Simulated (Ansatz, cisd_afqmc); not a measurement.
System: F$_{2}$, charge 1, doublet. F2+ (parent SMILES FF, doublet).
B3LYP-D3(BJ)/def2-TZVP minimum from Ansatz (a quantum-chemistry and plane-wave program):
```xyz
2

F      0.0000     0.0000    -0.6465
F      0.0000     0.0000     0.6465
```
Charge +1, spin multiplicity 2.

Total energies in cc-pVTZ, 13 correlated electrons, 2 frozen orbitals. Open shells are spin-unrestricted; no spin-orbit coupling. Correlated methods leave the cores frozen. No relativity. AFQMC is phaseless with a CISD trial state; ± is one standard error, without the phaseless bias. Outlying blocks are dropped, and bars are widened where a walk drifts. Over all cases where full CI ran beside it in this data, AFQMC minus full CI had a median of +0.1 mEh and passed +0.4 mEh in a tenth of the cases. The determinant of F2+ (parent SMILES FF, doublet) is a saddle point of the SCF energy; a lower one exists, which strains HF and MP2.

```tsv
method	program	energy (Eh)	minus CCSDT(Q) (mEh)
HF	Ansatz	-198.19142	537.95
MP2	Ansatz	-198.71322	16.15
CCSD	Ansatz	-198.70556	23.81
CCSD(T)	Ansatz	-198.72649	2.88
CCSDT(Q)	Ansatz	-198.72937	0.00
AFQMC/CISD	cisd_afqmc	-198.7255 ± 0.0004	3.8 ± 0.4
```

Rough core times of Ansatz's runs on a shared machine: CCSD(T) under 20 s, CCSDT(Q) 4 min.
